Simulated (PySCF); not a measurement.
nitrogen (N2), SMILES N#N. Atoms are numbered in the order given.

```xyz
2

N      0.0000     0.0000    -0.5514
N      0.0000     0.0000     0.5514
```

Geometry optimised at PBE-D3(BJ)/def2-TZVPD.

These are PBE-D3(BJ)/def2-TZVPD in PySCF values and carry that method's errors.

Harmonic, unscaled wavenumbers; measured fundamentals usually lie a few per cent lower.

Computed normal modes with their intensities:
```tsv
mode	ν (cm⁻¹)	IR (km/mol)	moving atoms (share of kinetic energy)
1	2355	0.0	N 100 %
```
